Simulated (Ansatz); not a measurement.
Input file:

```yaml
crystal:
  periodic: [false, false, false]
  atoms:
    - {symbol: Mg, position_ang: [-0.283766, 0.000000, 0.430477]}
    - {symbol: Mg, position_ang: [0.258647, 0.000000, -2.569106]}
    - {symbol: H, position_ang: [0.025118, 0.000000, 2.138628]}
basis:
  gaussian: {orbitals: cc-pVDZ}
magnetization: {spin_polarized: false, initial_magnetization: 1}
correlation: {method: fci, electrons: outside_noble_gas}
```

```sh
$ ansatz run in.yaml --threads 1 --pin off --events-out ev --progress --plain --max-ram 2393MiB
```

The program prints:

```
724 factors; integrals over basis functions are off by at most 1.3e-7 eV
mean field evaluation 1: about -10877.2229 eV, gradient 5.5e0 eV
mean field evaluation 2: about -10877.2622 eV, gradient 5.6e0 eV
mean field evaluation 4: about -10877.8942 eV, gradient 9.0e-1 eV
mean field evaluation 8: about -10877.9704 eV, gradient 4.7e-1 eV
mean field evaluation 16: about -10878.0148 eV, gradient 8.8e-7 eV
mean field evaluation 32: about -10878.0123 eV, gradient 2.9e-1 eV
mean field -10878.01482086 eV, -399.7596712834 hartree, gradient 2.0e-6 eV, S^2 0.750000; 4 other end points of the search recorded, 0 dependent functions left out
mean field evaluation 64: about -10877.2881 eV, gradient 3.0e0 eV
10 core orbitals not correlated: weight in the atoms' cores, before any rotation towards them, 1.000 or more for the frozen orbitals, at most 0.000 for the correlated occupied ones
reference -10878.01482086 eV, -399.7596712834 hartree; 3, 2 occupied and 28, 29 virtual orbitals, 724 factors
state -10880.11437281 eV, -399.8368283943 hartree
Total energy: -10880.11437281 eV, -399.8368283943 hartree
```

Ran on 1 thread of Arm Neoverse V1, shared host: 11 s wall, 0.2 GiB peak host memory.
